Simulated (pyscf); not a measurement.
**Atom transfer: Cl–Ti(Cl)(Cl)–Cl + H• → HCl + [Cl–Ti(Cl)–Cl]•**

Gas phase, doublet surface, charge 0. Bonds broken: Cl1–Ti2. Bonds formed: Cl1–H6. Optimised with ωB97X-D3(BJ)/def2-SVP in PySCF.

Transition state (Å):

```xyz
6

Cl     0.4875    -0.3399     1.5887
Ti     0.5832     0.2587    -0.5019
Cl     1.7764     2.0373    -0.7329
Cl    -1.5122     0.6596    -0.8214
Cl     1.2737    -1.3704    -1.7304
H     -1.3333    -0.1823     1.9801
```

One imaginary mode, 1529i cm⁻¹; descent along it reached the two sides named, in the forms told below.

| bond | change | reactant side (Å) | saddle | product side |
|---|---|---|---|---|
| Cl1–Ti2 | breaks | 2.145 | 2.177 | 2.539 |
| Cl1–H6 | forms | 3.6 | 1.869 | 1.315 |

Electronic energies relative to the separated reactants (kcal/mol):

```
level                   barrier  reaction energy  reverse barrier
----------------------  -------  ---------------  ---------------
ωB97X-D3(BJ)/def2-TZVP      9.3            -18.2             27.6
PBE/def2-TZVP               2.9             -7.0              9.9
r²SCAN/def2-TZVP            2.2             -9.2             11.4
B3LYP-D3(BJ)/def2-TZVP      3.3            -16.4             19.7
PBE0-D3(BJ)/def2-TZVP       5.3            -16.0             21.2
M06-2X/def2-TZVP            8.5            -28.0             36.5
ωB97M-D3(BJ)/def2-TZVP      8.6            -23.9             32.5
HF/def2-TZVP               19.9            -50.6             70.5
```

With ωB97M-D3(BJ)/def2-TZVP energies and thermal terms (ideal gas, 1 atm, RRHO with modes under 100 cm⁻¹ raised to 100, one conformer, R ln 2 for chiral ones without a mode under 150 cm⁻¹), in kcal/mol:

```tsv
T (K)	ΔH‡	ΔG‡	ΔH	ΔG
298	8.5	13.4	-21.1	-25.1
600	8.1	18.5	-22.1	-28.8
900	7.8	23.7	-23.2	-32.0
1200	7.5	29.1	-24.2	-34.8
```

On the product side the descent ends in an adduct with a Cl–Ti contact, 12.9 kcal/mol under the separated species and 40.4 kcal/mol under the saddle at ωB97X-D3(BJ)/def2-TZVP. What is counted as broken (Cl–Ti) persists as a longer contact in the product adduct; parting that adduct is a step of its own. This is the saddle that the search found; another between the same sides may lie lower. The angle at the transferred Cl is 103°: a side-on saddle, likely not the lowest. Open-shell species with a d-block atom are single-reference here; other states, and whether the spin sits on metal or ligand, were not checked.
